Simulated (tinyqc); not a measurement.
CCSD on RHF in the sto-3g basis, frozen core, for NH3, spin multiplicity 1, step by step. One step of it, computed by the program tinyqc.

Question. Iteration 1: diagonalisation and new density. Diagonalise F' = X^T F X, C = X C', fill 5 alpha and 5 beta electrons from the bottom; D = 2 C_occ C_occ^T. Each column has its largest component positive (the first on a tie).

Fock matrix F (hartree):
```
,1N 1s,1N 2s,1N 2px,1N 2py,1N 2pz,2H 1s,3H 1s,4H 1s
1N 1s,-14.727946,-3.790179,0.000013,0.000000,0.022203,-0.692799,-0.693385,-0.693385
1N 2s,-3.790179,-1.576080,0.000080,0.000000,0.116605,-0.643357,-0.643712,-0.643712
1N 2px,0.000013,0.000080,-0.068139,0.000000,-0.000033,-0.345562,0.172886,0.172886
1N 2py,0.000000,0.000000,0.000000,-0.068132,0.000000,0.000000,-0.299294,0.299294
1N 2pz,0.022203,0.116605,-0.000033,0.000000,-0.053587,0.161243,0.161346,0.161346
2H 1s,-0.692799,-0.643357,-0.345562,0.000000,0.161243,-0.304166,-0.218500,-0.218500
3H 1s,-0.693385,-0.643712,0.172886,-0.299294,0.161346,-0.218500,-0.304434,-0.218712
4H 1s,-0.693385,-0.643712,0.172886,0.299294,0.161346,-0.218500,-0.218712,-0.304434
```

X:
```
,1N 1s,1N 2s,1N 2px,1N 2py,1N 2pz,2H 1s,3H 1s,4H 1s
1N 1s,1.024534,-0.146630,0.000008,0.000000,0.008617,0.020654,0.020662,0.020662
1N 2s,-0.146630,1.267069,-0.000105,0.000000,-0.085409,-0.247336,-0.247530,-0.247530
1N 2px,0.000008,-0.000105,1.101204,0.000000,0.000041,-0.239944,0.120068,0.120068
1N 2py,0.000000,0.000000,0.000000,1.101221,0.000000,0.000000,-0.207891,0.207891
1N 2pz,0.008617,-0.085409,0.000041,0.000000,1.029720,0.086354,0.086440,0.086440
2H 1s,0.020654,-0.247336,-0.239944,0.000000,0.086354,1.164467,-0.038861,-0.038861
3H 1s,0.020662,-0.247530,0.120068,-0.207891,0.086440,-0.038861,1.164657,-0.038904
4H 1s,0.020662,-0.247530,0.120068,0.207891,0.086440,-0.038861,-0.038904,1.164657
```

Give: F' = X^T F X; orbital energies; coefficients C; D after iteration 1.

Answer.

F' = X^T F X (hartree):
```
,1,2,3,4,5,6,7,8
1,-14.432,-2.073,0.000,0.000,0.042,-0.071,-0.071,-0.071
2,-2.073,-0.520,0.000,0.000,-0.046,-0.392,-0.392,-0.392
3,0.000,0.000,0.184,0.000,0.000,-0.445,0.223,0.223
4,0.000,0.000,0.000,0.184,0.000,0.000,-0.386,0.386
5,0.042,-0.046,0.000,0.000,0.011,0.149,0.149,0.149
6,-0.071,-0.392,-0.445,0.000,0.149,0.097,-0.072,-0.072
7,-0.071,-0.392,0.223,-0.386,0.149,-0.072,0.097,-0.072
8,-0.071,-0.392,0.223,0.386,0.149,-0.072,-0.072,0.097
```

orbital energies (hartree): MO1 -14.737, MO2 -0.813, MO3 -0.369, MO4 -0.368, MO5 -0.055, MO6 0.617, MO7 0.722, MO8 0.722

coefficients C:
```
,MO1,MO2,MO3,MO4,MO5,MO6,MO7,MO8
1N 1s,0.993,-0.200,0.000,0.000,-0.099,-0.192,0.000,0.000
1N 2s,0.032,0.648,0.000,0.000,0.450,1.093,-0.003,0.000
1N 2px,0.000,0.000,0.564,0.000,0.000,0.002,0.990,0.000
1N 2py,0.000,0.000,0.000,0.564,0.000,0.000,0.000,0.990
1N 2pz,-0.004,-0.131,0.000,0.000,0.891,-0.528,0.001,0.000
2H 1s,-0.006,0.228,0.531,0.000,-0.112,-0.633,-0.859,0.000
3H 1s,-0.006,0.228,-0.265,0.460,-0.112,-0.630,0.432,-0.746
4H 1s,-0.006,0.228,-0.265,-0.460,-0.112,-0.630,0.432,0.746
```

D after iteration 1:
```
,1N 1s,1N 2s,1N 2px,1N 2py,1N 2pz,2H 1s,3H 1s,4H 1s
1N 1s,2.071,-0.284,0.000,0.000,-0.132,-0.081,-0.081,-0.081
1N 2s,-0.284,1.247,0.000,0.000,0.632,0.194,0.194,0.194
1N 2px,0.000,0.000,0.637,0.000,0.000,0.599,-0.299,-0.299
1N 2py,0.000,0.000,0.000,0.637,0.000,0.000,0.519,-0.519
1N 2pz,-0.132,0.632,0.000,0.000,1.622,-0.259,-0.259,-0.259
2H 1s,-0.081,0.194,0.599,0.000,-0.259,0.692,-0.153,-0.153
3H 1s,-0.081,0.194,-0.299,0.519,-0.259,-0.153,0.692,-0.153
4H 1s,-0.081,0.194,-0.299,-0.519,-0.259,-0.153,-0.153,0.692
```
